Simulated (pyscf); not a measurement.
Hydrogen abstraction: HO–Ti(Cl)(Cl)–Cl (SMILES [OH][Ti]([Cl])([Cl])[Cl]) + H• (SMILES [H]) → [O–Ti(Cl)(Cl)–Cl]• (SMILES [O][Ti]([Cl])([Cl])[Cl]) + H₂ (SMILES [H][H])

Gas phase, doublet surface, charge 0. Bonds broken: O1–H6. Bonds formed: H6–H7. PySCF, gas phase, ωB97X-D3(BJ)/def2-SVP geometries.

Transition state (Å):

```xyz
7

O     -0.1945     0.4725     1.1093
Ti    -1.3225    -0.7159     0.4365
Cl    -0.2157    -2.2097    -0.6731
Cl    -2.7197     0.2810    -0.8837
Cl    -2.2931    -1.5496     2.1692
H      0.4976     1.0794    -0.0746
H      0.6065     1.1299    -0.8750
```

One imaginary mode, 646i cm⁻¹; descent along it reached the two sides named.

```
bond   change  reactant side (Å)  saddle  product side
-----  ------  -----------------  ------  ------------
O1–H6  breaks              0.964   1.500         2.300
H6–H7   forms              2.531   0.809         0.763
```

Electronic energies relative to the separated reactants (kcal/mol):

```json
[
 {"level": "ωB97X-D3(BJ)/def2-TZVP", "barrier": "20.5", "reaction energy": "+19.5", "reverse barrier": "1.1"},
 {"level": "PBE/def2-TZVP", "barrier": "14.6", "reaction energy": "+15.5", "reverse barrier": "-0.9"},
 {"level": "r²SCAN/def2-TZVP", "barrier": "14.4", "reaction energy": "+14.7", "reverse barrier": "-0.3"},
 {"level": "B3LYP-D3(BJ)/def2-TZVP", "barrier": "14.4", "reaction energy": "+14.3", "reverse barrier": "0.1"},
 {"level": "PBE0-D3(BJ)/def2-TZVP", "barrier": "19.6", "reaction energy": "+20.0", "reverse barrier": "-0.4"},
 {"level": "M06-2X/def2-TZVP", "barrier": "24.2", "reaction energy": "+21.5", "reverse barrier": "2.8"},
 {"level": "ωB97M-D3(BJ)/def2-TZVP", "barrier": "21.4", "reaction energy": "+19.8", "reverse barrier": "1.6"},
 {"level": "HF/def2-TZVP", "barrier": "27.5", "reaction energy": "+13.5", "reverse barrier": "14.0"}
]
```

With ωB97M-D3(BJ)/def2-TZVP energies and thermal terms (ideal gas, 1 atm, RRHO with modes under 100 cm⁻¹ raised to 100, one conformer, R ln 2 for chiral ones without a mode under 150 cm⁻¹), in kcal/mol:

```csv
T (K),ΔH‡,ΔG‡,ΔH,ΔG
298,20.1,27.2,+19.6,+19.1
600,19.6,34.5,+19.1,+18.7
900,19.3,42.0,+18.5,+18.7
1200,19.1,49.7,+17.9,+18.8
```

At PBE, r²SCAN, PBE0-D3(BJ) this geometry lies under the product side: in single points on another level's saddle the reverse barrier vanishes, and the forward threshold there is about the reaction energy. One saddle was located; it need not be the lowest between these sides. The angle at the transferred H is 150°. Open-shell species with a d-block atom are single-reference here; other states, and whether the spin sits on metal or ligand, were not checked.
